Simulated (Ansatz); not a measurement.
# Scan of [Cl···H···CH$_{3}$], doublet

Starting geometry:

```xyz
6

Cl   -0.8119    0.0000    0.0000
H     0.4669    0.0000    0.0000
C     1.8831    0.0000    0.0000
H     1.8831   -1.0800    0.0000
H     1.8831    0.5400    0.9353
H     1.8831    0.5400   -0.9353
```

From there H2 is moved from one fragment to the other while all else, the fragments' distance too, stays fixed; atoms are numbered as listed. Energies are in kcal/mol, counted from the starting geometry at the same level. Kohn–Sham curves are unrestricted where that lies lower.

Basis cc-pVDZ; Ansatz 0.2.0. Correlated methods freeze the noble-gas cores. R marks a restricted (for open shells ROHF) determinant, U an unrestricted one.

Full CI isn't at hand for all of this; UCCSDT(Q) serves as the reference, and is uncertain by about the last step of the cluster series. The frozen core follows each run's orbitals, which can shift R against U totals by a few meV.

```csv
distance Cl1-H2 (Å),UCCSDT(Q),curve A,curve B,curve C,curve D
1.279,0.0,0.0,0.0,0.0,0.0
1.325,-0.9,-1.6,-2.1,-0.8,-0.7
1.419,-0.3,-2.5,-3.7,-0.6,0.1
1.512,1.9,-1.2,-2.5,0.5,2.5
1.605,6.5,3.0,2.2,5.7,6.9
```

Q: The curves come from B3LYP, PBE, RMP2, UCCSD. Compare each with UCCSDT(Q) and say which is which.

A: A: B3LYP, B: PBE, C: RMP2, D: UCCSD. Spread of the error against UCCSDT(Q), over the points where both stand: A 3.6, B 4.4, C 1.4, D 0.5 kcal/mol. 

In so small a basis the reference is far from its limit while semilocal and hybrid functionals are nearer theirs, so the functionals' errors here hold much of the reference's basis and frozen-core error, which can add to them or hide them.
